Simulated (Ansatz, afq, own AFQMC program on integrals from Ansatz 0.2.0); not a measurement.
Where AFQMC and coupled cluster stand for SiH$_{4}$O, triplet

```xyz
6

Si   -0.9480    0.0000    0.0000
H    -1.4429    1.3997    0.0000
H    -1.4429   -0.6999    1.2122
H    -1.4429   -0.6999   -1.2122
H     0.7440    0.0000    0.0000
O     1.8900    0.0000    0.0000
```

Connectivity, by distances: SiH3 ··· O, 1 bridging H.

Basis cc-pVTZ. Only valence electrons are correlated. Integrals, coupled cluster, full CI and functionals: Ansatz 0.2.0; the random walks run on the same integrals in our own AFQMC program. ph-AFQMC/CISD is guided by a CISD state made of CCSD amplitudes; releasing the constraint for a short imaginary time cuts its bias at the price of noise, slowly where states lie close. Error bars are statistical, one sigma.

Determinant: UHF, the one that the program's search chose, which needn't be the lowest solution. The geometry is a point of a scan.

No full CI on the walks' own integrals is used here. The released AFQMC energy serves as the reference, which it does only where one determinant dominates, the energy is flat over the last release times and near the phaseless one (40 meV or 2 meV an electron, half that with transition metals). On small molecules, where full CI could be run and the noise was under 10 meV, such values lay within 10 meV of it in 19 cases of 20, a flattering rate, since the rule was set on those same cases; what remains of the bias isn't in the error bar.

Cautions: lower spins were not checked; the released value is read at 1.62 1/Eh, later times being too noisy (meV from the phaseless value at times in 1/Eh: -10 ± 5 at 0.24, -17.0 ± 1.7 at 0.51, -29 ± 3 at 0.99, -22 ± 6 at 1.62, -20 ± 15 at 2.40).

```
T1 diagnostic                               : 0.0177
weight of the determinant in the CISD state : 0.868
⟨S²⟩ of the determinant                     : 2.040
size of the correlated space                : 14 electrons in 114 orbitals
```

Reference: AFQMC with the constraint released, correlation energy -10.313 ± 0.006 eV.

```
        level  E − E(reference) (kJ/mol)  share of correlation (%)
           HF                995.0 ± 0.6                      0.00
          MP2                144.5 ± 0.6                     85.48
         CCSD                 32.3 ± 0.6                     96.75
      CCSD(T)                  4.8 ± 0.6                     99.52
ph-AFQMC/CISD                  2.2 ± 0.9                     99.78
```

A walk keeps the symmetry of its determinant, which the program's search chose and which needn't be the lowest solution, so a lower state of the same spin and another symmetry isn't excluded. Released energies are given only where the last usable release times agree within the noise; a slower fall can still hide under it.
